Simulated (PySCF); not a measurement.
**Calculated NMR parameters of 2,2,2-trifluoroethanol**

```yaml
Formula: C2H3F3O
SMILES: OCC(F)(F)F
Point_group_of_the_computed_structure: C1
Degrees_of_unsaturation: 0
Carbon_signals: 2
Proton_signals: 2
```

Atom-mapped SMILES (the numbers label the heavy atoms): `[OH:1][CH2:2][C:3]([F:4])([F:5])[F:6]`. Hydrogens are named by the atom that carries them.

Non-relativistic Hamiltonian, fast rotation and ring inversion assumed for equivalent nuclei, one computed conformer, no solvent model. Geometry from PBE0-D3(BJ)/def2-TZVP; σ from GIAO-B97-2/pcSseg-2; J: B3LYP/pcJ-2; PySCF.

Chemical shifts δ = σref − σ; ¹H, ¹³C vs TMS; ¹⁹F against CFCl3; H2O for ¹⁷O, all at this level.

| carbon | δC, type | δH (multiplicity, J in Hz) | HMBC from (abs. J ≥ 3 Hz) | span of the C tensor (ppm) |
| --- | --- | --- | --- | --- |
| C2 | 67.3, CH2 | 3.84 (q, 8.2) | – | 54 |
| C3 | 135.9, C | – | H(C2) | 8 |

Other nuclei:
```
   atoms  nucleus                    environment  δ (ppm)  σ (ppm)
   H(O1)       ¹H  hydrogen on an alcohol oxygen     0.99    30.64
F4/F5/F6      ¹⁹F        fluorine of a CF3 group    -91.8    267.8
      O1      ¹⁷O                 alcohol oxygen     13.4    314.2
```

Selected couplings (Hz, signed; the shortest-range and largest first, 30 at most; isotopes ¹³C, ¹⁹F, ¹H): ¹J(C3,F4) -351.8, ¹J(C2,H(C2)) 150.3, ¹J(C2,C3) 64.4, ²J(C2,F4) 36.5, ³J(F4,H(C2)) 8.2.

1. Carbon types of the structure: 1 × C, 1 × CH2, leaving 1 H on heteroatoms.
2. δC 135.9: CF3 carbon; 3 electronegative neighbours deshield it.
3. δC 67.3: sp3 CH2 bonded to O; deshielded by the electronegative neighbour.
4. δH 3.84: hydrogen on an sp3 CH2 bonded to O; its carbon carries O, hence the downfield position.
5. δH 0.99: hydrogen on an alcohol oxygen; exchangeable, gas-phase position.

The OH or NH signal is concentration- and solvent-dependent in practice; the value given is the gas-phase one. Common functionals overestimate the size of one-bond C–F couplings by tens of Hz; these are unscaled. Splittings below 1 Hz are ignored in the labels, and close J values are merged. Shifts are as computed. Against solution values, carbons near 30 ppm lie about +3 ppm off and those near 130 ppm about +7 ppm. Of 1211 compounds with measured shifts, 218 miss one by over three times the rms of a fit or turn the order of signals round; such compounds aren't used in these exercises. Couplings to exchangeable protons are dropped. Unscaled 19F shifts against computed CFCl3 carry errors that often reach 10 to 50 ppm. Experimental scales use liquid or dissolved standards, which lie at an offset from isolated H2O (liquid H2O: subtract about 36 ppm).
